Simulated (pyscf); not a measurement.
This saddle point was located with ωB97X-D3(BJ)/def2-SVP in PySCF.

```xyz
14

C     -1.4732    -1.8096     0.7960
B     -0.8307    -0.4029     0.5519
C     -0.1239     0.3601     1.7409
C     -0.8212     0.2112    -0.9039
H     -0.4122    -2.5545     0.6273
H     -1.7695    -2.0950     1.8152
H     -2.1437    -2.2297     0.0329
H     -0.4980     0.0980     2.7429
H     -0.1307     1.4555     1.6200
H      0.9422     0.0574     1.7084
H     -0.9053    -0.5353    -1.7097
H      0.0401     0.8702    -1.0993
H     -1.7224     0.8527    -0.9735
H      0.3112    -3.2178     0.5284
```
Charge 0, spin multiplicity 2.

Surface: doublet, charge 0. Lowest wavenumbers (cm⁻¹): 1425i, 73, 94, 120, 228.

Task: What reaction is this the transition state of?

Result: H₃C–B(CH₃)–CH₃ + H• ⇌ •H₂C–B(CH₃)–CH₃ + H₂, a hydrogen abstraction read from left to right: C–H broken and H–H formed. At ωB97M-D3(BJ)/def2-TZVP it lies +8.0 kcal/mol from the left side and +14.2 kcal/mol from the right (each side as separated species at their lowest minima found). This is the saddle that the search found; another between the same sides may lie lower. The angle at the transferred H is 172°.
